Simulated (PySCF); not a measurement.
Molecule: `C=C=O`, C₂H₂O.

Molfile (atoms numbered from 1):
```
C2H2O
     RDKit          3D

  5  4  0  0  0  0  0  0  0  0999 V2000
   -0.5417    0.0235    0.0295 C   0  0  0  0  0  0  0  0  0  0  0  0
    0.7701   -0.0320   -0.0423 C   0  0  0  0  0  0  0  0  0  0  0  0
    1.9281   -0.0806   -0.1049 O   0  0  0  0  0  0  0  0  0  0  0  0
   -1.0417    0.9921    0.0494 H   0  0  0  0  0  0  0  0  0  0  0  0
   -1.1147   -0.9029    0.0683 H   0  0  0  0  0  0  0  0  0  0  0  0
  1  2  2  0
  2  3  2  0
  1  4  1  0
  1  5  1  0
M  END
```

Geometry PBE0-D3(BJ)/def2-SVP throughout; GIAO in PySCF 2.14, gas phase, one conformer, non-relativistic; equivalent atoms averaged; functional PBE0.

(1) How do the shifts δ (against TMS, H2O at the same level) depend on the basis set? (ppm; last column core-seconds on shared hosts with different chips, so compare them loosely)

(2) Which nucleus moves most, in ppm?

(3) Taking the largest basis, pcSseg-3 (282 functions), as the yardstick, rank the others by their worst heavy-atom deviation.

## Answers

(1) 
```
    basis set  functions     C2    C1     O3  H4/H5  core-s
       STO-3G         17  151.7  30.2  308.4   2.11    0.65
        6-31G         31  186.6   6.5  346.4   2.21     1.3
     pcSseg-0         31  210.6   8.2  406.1   2.19     1.1
       6-31G*         46  179.9   2.9  320.9   2.00     1.6
     def2-SVP         52  184.5  -0.5  341.6   2.01     1.6
      cc-pVDZ         52  185.5   2.0  342.6   2.07     1.6
     pcSseg-1         61  198.6   1.1  371.2   2.46     2.6
  aug-cc-pVDZ         87  188.3  -0.3  330.4   2.33     2.5
6-311+G(2d,p)         93  196.8  -1.3  345.8   2.24     2.8
    def2-TZVP        105  196.4  -1.4  354.8   2.24     3.3
      cc-pVTZ        118  194.8  -0.5  355.9   2.29     3.4
     IGLO-III        125  201.1  -0.7  355.2   2.34     3.5
     pcSseg-2        136  202.2  -0.3  357.3   2.41     4.1
     pcSseg-3        282  202.6  -0.7  355.4   2.36      15
```

(2) O3 (carbonyl oxygen): from 308.4 ppm with STO-3G to 406.1 ppm with pcSseg-0. The smallest spread is 0.46 ppm, at H4/H5. Proton shifts span only some 12 ppm, so a few tenths of a ppm matter as much there as several ppm in carbon.

(3) IGLO-III 1.5 ppm (125 functions), pcSseg-2 1.9 ppm (136 functions), def2-TZVP 6.2 ppm (105 functions), cc-pVTZ 7.8 ppm (118 functions), 6-311+G(2d,p) 9.6 ppm (93 functions), pcSseg-1 15.7 ppm (61 functions), 6-31G 16.0 ppm (31 functions), cc-pVDZ 17.0 ppm (52 functions), def2-SVP 18.1 ppm (52 functions), aug-cc-pVDZ 25.0 ppm (87 functions), 6-31G* 34.6 ppm (46 functions), pcSseg-0 50.7 ppm (31 functions), STO-3G 50.8 ppm (17 functions).

A small basis that lands close on one nucleus may do so by chance; judge by the trend and by all nuclei.
